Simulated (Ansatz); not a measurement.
Process, species as SMILES: S (H2S) → H2S+ (doublet, bonded as S) + e-
B3LYP-D3(BJ)/def2-TZVP geometries, fixed; electronic energies without zero-point terms.
Largest species:
```xyz
3

S      0.0018     0.0003     0.1031
H     -0.0075     0.9678    -0.8277
H     -0.0219    -0.9726    -0.8218
```
Charge 0, spin multiplicity 1.

Effect of the final integration grid (spheres per factor e of radius in core and valence, angular degree) at PBE/aug-cc-pV(T+d)Z with Ansatz (an electronic-structure program), against the last row, where the adiabatic ionisation energy is 10.37 eV. Open shells are unrestricted. The default's grid is 13, 11, 36.

```
setting                     largest shift of a total energy (mEh)  shift of the adiabatic ionisation energy (eV)
--------------------------  -------------------------------------  ---------------------------------------------
accuracy: medium (default)                                  0.000                                          0.000
final_grid: 4, 3, 11                                        0.780                                         -0.005
final_grid: 6, 5, 17                                       -0.035                                          0.000
final_grid: 8, 7, 23                                        0.003                                          0.000
final_grid: 10, 9, 29                                       0.000                                          0.000
final_grid: 18, 15, 47                                      0.000                                          0.000
final_grid: 26, 22, 59                                      0.000                                          0.000
```

Within 0.002 eV in the adiabatic ionisation energy: accuracy: medium (default); final_grid: 6, 5, 17; final_grid: 8, 7, 23; final_grid: 10, 9, 29; final_grid: 18, 15, 47. The largest shift is 0.780 mEh in a total energy and 0.005 eV in the difference.
